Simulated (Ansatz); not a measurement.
A made-up structure of C$_{2}$HN, singlet:

| atom | x (Å) | y (Å) | z (Å) |
| --- | --- | --- | --- |
| C1 | -0.3363 | -0.5894 | 1.0281 |
| C2 | 1.1658 | -0.1367 | 0.3737 |
| N3 | -0.1495 | 0.1309 | -0.2526 |
| H4 | -0.6801 | 0.5952 | -1.1492 |

It is relaxed with PBE-D4/def2-SVP and then PBE0-D4/def2-TZVP (Ansatz 0.2.0). Atoms count as bonded within 1.22 times the sum of their covalent radii (H–H: 0.88 Å). The end point is not checked to be a true minimum.

(1) Does its bonding change? (Judge from chemistry; the calculation decides.)

Answers

(1) By the calculation: No: no bond forms or breaks.

Where it ends: The first stage lowers the energy by 1.01 eV in 6 steps. It ends as C₂HN (C1#CN1):
```xyz
4
angstrom
C -0.3002 -0.5262 0.9180
C 1.0409 -0.1220 0.3337
N -0.1335 0.1168 -0.2256
H -0.6072 0.5315 -1.0261
```

For scale, one of the runs: PBE0-D4/def2-TZVP relaxation, 99 basis functions, launched by `ansatz run in.yaml --threads 2 --pin off --events-out ev --progress --plain --max-ram 4352MiB`. The run took about 3.8 s on 2 CPU threads of an Arm Neoverse V2 (shared host).
